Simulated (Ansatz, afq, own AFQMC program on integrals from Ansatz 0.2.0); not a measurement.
## PN⁺, doublet: AFQMC among the cluster methods

| atom | x (Å) | y (Å) | z (Å) |
| --- | --- | --- | --- |
| N | 0.0000 | 0.0000 | 0.0000 |
| P | 0.0000 | 0.0000 | 1.4794 |

Basis 6-31G. Noble-gas cores (and the filled d shells of Ga–Kr and In–Xe) are frozen. Integrals, coupled cluster, full CI and functionals: Ansatz 0.2.0; the random walks run on the same integrals in our own AFQMC program. The CISD trial takes its coefficients from CCSD amplitudes. Released means that phaseless walkers are propagated on without the constraint, phases kept. ± is one standard error of the sampling.

Determinant: ROHF, the one that the program's search chose, which needn't be the lowest solution. The geometry is a PBE0/def2-TZVP stationary point of this or a neighbouring charge and spin state.

Full CI on the same integrals is exact in this basis and with this determinant's frozen core.

Cautions: a spin-contaminated unrestricted determinant lies lower (UHF 1.02 eV lower, ⟨S²⟩ 1.58); strong correlation (T1 0.060, weight of the determinant 0.82, largest double 0.14).

* T1 diagnostic: 0.0605
* weight of the determinant in the CISD state: 0.819
* size of the correlated space: 9 electrons in 16 orbitals

| level | correlation energy (eV) |
| --- | --- |
| MP2 | -5.3184 |
| CCSD | -5.4410 |
| CCSD(T) | -5.6824 |

Q: Estimate where full CI lies against CCSD(T) on the same integrals.

A: 7.3 kJ/mol below CCSD(T).

Reference: full CI, correlation energy -5.758 eV. The released energy is read at 2.40 1/Eh (meV from the phaseless value at times in 1/Eh: -39 ± 21 at 0.24, -50 ± 19 at 0.51, -73 ± 13 at 0.99, -82 ± 17 at 1.62, -63 ± 16 at 2.40).

```csv
level,E − E(reference) (kJ/mol),share of correlation (%)
CCSD(T),7.3,98.68
CCSDT,6.1,98.90
CCSDT(Q),-0.2,100.03
CCSDTQ,1.1,99.81
ph-AFQMC/HF,18.9 ± 4.6,96.59
ph-AFQMC/CISD,8.9 ± 1.6,98.39
released AFQMC,2.9 ± 1.6,99.48
```

CCSDT and higher add their correlation energy to the determinant of the CCSD(T) run, since their own runs factorise the integrals more tightly (a shift of under 2 meV). A walk keeps the symmetry of its determinant, which the program's search chose and which needn't be the lowest solution, so a lower state of the same spin and another symmetry isn't excluded. Released energies are given only where the last usable release times agree within the noise; a slower fall can still hide under it.
